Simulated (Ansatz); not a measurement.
# CH3FS: taking an electron away

Aim: the vertical ionisation energy of CH3FS, as cation minus neutral at the neutral's geometry, on several levels, and how well −ε(HOMO) stands in for it.

Computed with Ansatz 0.2.0, Gaussian basis. Level: unrestricted cation, the program's frozen cores in correlated methods.

Plan: UKS PBE-D4/def2-TZVPP; UKS r2SCAN-D4/def2-TZVPP; UKS PBE0-D4/def2-TZVPP; UKS B3LYP-D4/def2-TZVPP; UKS wB97X-V/def2-TZVPP; UKS wB97M-V/def2-TZVPP; UKS B2PLYP/def2-TZVPP; UHF-CCSD(T)/def2-TZVPP; UHF-MP2/def2-QZVPP; extrapolation to the limit; then −ε(HOMO) from the neutral's earlier runs with LDA (SPW92), PBE-D4, revPBE-D4, BLYP-D4, r2SCAN-D4, B97M-V, PBE0-D4, B3LYP-D4, r2SCANh-D4, r2SCAN0-D4, HSE06-D4, BHLYP-D4, CAM-B3LYP-D4, LC-ωPBE, ωB97X-V, ωB97M-V.

### Step 1. Structure used throughout

All runs share one geometry, relaxed beforehand with PBE0-D4 in a triple-zeta def2 set.

SMILES `FCS`, 6 atoms, charge 0, spin multiplicity 1.

Atoms are counted from 1 here; the program's logs count them from 0.

Bond lengths: F1–C2 1.375 Å, C2–S3 1.789 Å, C2–H4 1.090 Å, C2–H5 1.092 Å, S3–H6 1.343 Å. Angles: F1–C2–S3 113.1°, F1–C2–H4 108.1°, F1–C2–H5 108.5°, S3–C2–H4 110.8°, S3–C2–H5 106.3°, H4–C2–H5 110.1°, C2–S3–H6 96.6°.

### Step 2. Cation, UKS PBE-D4/def2-TZVPP

Input file in.yaml:

```yaml
crystal:
  periodic: [false, false, false]
  atoms:
    - {symbol: F, position_ang: [0.652125, 0.095509, -1.389599]}
    - {symbol: C, position_ang: [-0.015566, -0.390813, -0.290691]}
    - {symbol: S, position_ang: [-0.793419, 0.893189, 0.681652]}
    - {symbol: H, position_ang: [0.693363, -0.957253, 0.313682]}
    - {symbol: H, position_ang: [-0.820457, -1.043541, -0.634955]}
    - {symbol: H, position_ang: [0.325952, 1.338909, 1.273811]}
basis:
  gaussian: {orbitals: def2-TZVPP}
total_charge: 1
magnetization: {spin_polarized: true, initial_magnetization: 1}
hamiltonian: {xc: pbe, dispersion: d4}
```

On the command line:

```sh
> ansatz run in.yaml --threads 2 --pin off --events-out ev --progress --plain --max-ram 4352MiB
```

The runs that follow: Cation, UKS r2SCAN-D4/def2-TZVPP; Cation, UKS PBE0-D4/def2-TZVPP; Cation, UKS B3LYP-D4/def2-TZVPP; Cation, UKS wB97X-V/def2-TZVPP; Cation, UKS wB97M-V/def2-TZVPP; Cation, UKS B2PLYP (frozen core)/def2-TZVPP; Cation, UHF-CCSD(T)/def2-TZVPP; Cation, UHF-MP2/def2-QZVPP.

**Question.** What will the summary of the whole plan be? Wanted: ionisation energy, CCSD(T)/CBS; nearest functional by difference; nearest −ε(HOMO); −ε(HOMO) of PBE; T1 of the cation.

As calculated:

| quantity | value |
| --- | --- |
| ionisation energy, CCSD(T)/CBS | 10.34 eV |
| nearest functional by difference | ωB97X-V (-0.13 eV) |
| nearest −ε(HOMO) | LC-ωPBE (+0.04 eV) |
| −ε(HOMO) of PBE | 6.29 eV |
| T1 of the cation | 0.014 |

In words: By cation minus neutral, the functionals miss by 0.27 eV at most. −ε(HOMO) of PBE misses by 4.0 eV, since self-interaction lifts the level. Among orbital estimates LC-ωPBE comes nearest. Hartree-Fock falls 1.28 eV short, as the neutral has more correlation energy than the cation.
